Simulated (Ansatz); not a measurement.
Species: CH4N, net charge -1, singlet state. It need not be the lowest isomer of its formula. Whether it binds its extra electron was not tested at this geometry. 
Structure (B3LYP-D3(BJ)/def2-TZVP (Ansatz, a program for electronic structure) minimum search):
```
N
H 1 1.0136
H 1 1.0296 2 104.76
C 1 1.5113 2 108.26 3 -122.58
H 4 1.1090 1 106.11 2 -161.25
H 4 1.1165 5 104.16 1 115.87
```
Charge -1, spin multiplicity 1.

Basis-set convergence of Hartree-Fock and CCSD correlation energies (hartree) with Ansatz. Cores are frozen in the correlated levels unless marked. Spin-orbit coupling is left out. No relativistic terms. This anion needs diffuse functions, which these sets lack.

```csv
basis,functions,E(HF),"E(corr, CCSD)"
cc-pVDZ,-,-94.50523,-0.35767
cc-pVTZ,116,-94.54570,-0.43542
cc-pVQZ,230,?,?
```

### Question
What belongs in the gaps?

### Answer

- cc-pVQZ, E(HF): -94.55797
- cc-pVQZ, E(corr, CCSD): -0.45952
